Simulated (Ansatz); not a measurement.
# C2H5S: the cost of one run

Method: RKS PBE/def2-SVP, in Ansatz 0.2.0.

**1. The structure to begin with**

Bond lengths: C1–S2 1.612 Å, S2–C3 1.798 Å, C1–H4 1.081 Å, C1–H5 1.081 Å, C3–H6 1.086 Å, C3–H7 1.089 Å, C3–H8 1.090 Å. Angles: C1–S2–C3 104.7°, S2–C1–H4 118.8°, S2–C1–H5 124.1°, H4–C1–H5 117.1°, S2–C3–H6 111.8°, S2–C3–H7 108.1°, S2–C3–H8 108.5°, H6–C3–H7 110.3°, H6–C3–H8 110.1°, H7–C3–H8 107.9°.

Coordinates:

```xyz
8

C    -0.8615    0.8328   -0.9180
S     0.1130   -0.4494   -0.9974
C     0.6971   -0.6818    0.6866
H    -1.3513    1.1711   -1.8208
H    -1.0650    1.3846   -0.0112
H     0.5451    0.2059    1.2927
H     1.7551   -0.9342    0.6450
H     0.1674   -1.5290    1.1231
```

**2. End point A**

Contents of input.yaml:

```yaml
crystal:
  periodic: [false, false, false]
  atoms:
    - { symbol: C, position_ang: [-0.86148, 0.83283, -0.91797] }
    - { symbol: S, position_ang: [0.11305, -0.44935, -0.99739] }
    - { symbol: C, position_ang: [0.69707, -0.68183, 0.68663] }
    - { symbol: H, position_ang: [-1.35131, 1.17112, -1.82077] }
    - { symbol: H, position_ang: [-1.06495, 1.38458, -0.01124] }
    - { symbol: H, position_ang: [0.54508, 0.20588, 1.29273] }
    - { symbol: H, position_ang: [1.75514, -0.93419, 0.64495] }
    - { symbol: H, position_ang: [0.1674, -1.52904, 1.12305] }
total_charge: 1
basis:
  gaussian: { orbitals: def2-SVP }
hamiltonian:
  xc: pbe
relax:
  f_tol: 0.02
  max_steps: 50
```

The run is started by

```
$ ansatz run input.yaml --threads 1 --pin off --max-ram 2048MiB --backend cpu --events-out ev --progress --plain --runs-dir out
```

Q: Estimate wall time and peak memory on 1 thread of Intel Xeon at 2.50GHz (Skylake/Cascade Lake), shared host.

About 36 s, with a peak of 0.13 GiB.
